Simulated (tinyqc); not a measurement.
UHF in the sto-3g basis, for H2O, spin multiplicity 3, step by step. This run ends on a higher stationary point, not on the lowest solution. Computed by tinyqc, a small Python program that keeps every step (integrals from PySCF). Settings: charge = 0, multiplicity = 3, basis = sto-3g, energy threshold = 1e-10, iteration cap = 63, orthogonalisation = symmetric, start = highest core orbitals, DIIS depth = 4, damping = 0.5, method = UHF. Command: `OMP_NUM_THREADS=1 python tinyqc.py 27720 27721 out.jsonl` (the two numbers bound the seeds that draw the settings). One thread of a shared host (Intel(R) Xeon(R) Processor @ 2.60GHz), about 0.1 s of CPU time with the checks.

Geometry (angstrom):
```
atom       x        y       z
O     0.0000   0.0000  0.0000
H     0.0000   1.0510  0.7870
H     0.0000  -1.0510  0.7870
```

Stop when the energy changes by less than 1e-10 hartree and every element of the error matrix X^T (F D S - S D F) X (for each spin) is below 3e-06.

Course of the cycle:
```
iteration  E (hartree)     change  largest element of the error matrix
1           -29.133095          -                             2.35e-01
2           -52.796636  -2.37e+01                             1.68e-01
3           -63.795316  -1.10e+01                             1.09e-01
4           -69.135446  -5.34e+00                             1.07e-01
5           -71.799483  -2.66e+00                             1.18e-01
6           -73.148059  -1.35e+00                             4.99e-02
7           -73.847737  -7.00e-01                             2.69e-02
8           -74.202232  -3.54e-01                             1.79e-02
9           -74.379529  -1.77e-01                             6.91e-03
10          -74.469856  -9.03e-02                             3.53e-03
11          -74.515336  -4.55e-02                             1.74e-03
12          -74.538149  -2.28e-02                             8.68e-04
13          -74.549574  -1.14e-02                             4.34e-04
14          -74.555290  -5.72e-03                             2.17e-04
...                ...        ...                                  ...
27          -74.561010  -6.98e-07                             2.65e-08
28          -74.561010  -3.49e-07                             1.32e-08
29          -74.561010  -1.75e-07                             6.62e-09
30          -74.561010  -8.73e-08                             3.31e-09
31          -74.561010  -4.36e-08                             1.65e-09
32          -74.561010  -2.18e-08                             8.27e-10
33          -74.561010  -1.09e-08                             4.14e-10
34          -74.561010  -5.46e-09                             2.07e-10
35          -74.561010  -2.73e-09                             1.03e-10
36          -74.561010  -1.36e-09                             5.17e-11
37          -74.561010  -6.82e-10                             2.59e-11
38          -74.561010  -3.41e-10                             1.29e-11
39          -74.561010  -1.70e-10                             6.47e-12
40          -74.561010  -8.52e-11                             3.23e-12
```

Can the last value be used, and what does the course show?

No, though the log alone does not show it. Converged in 40 iterations. But the solution lies 0.15954 hartree above the reference: it is another stationary point, not the lowest one. Reruns (cap 100 unless said): DIIS 8: converged in 19 to a higher stationary point; damping 0.5: converged in 64 to a higher stationary point; level shift 0.5: converged in 48 to a higher stationary point; atomic densities as start, DIIS 8: converged in 12. PySCF UHF in the same basis, after a stability check = -74.720548 hartree.
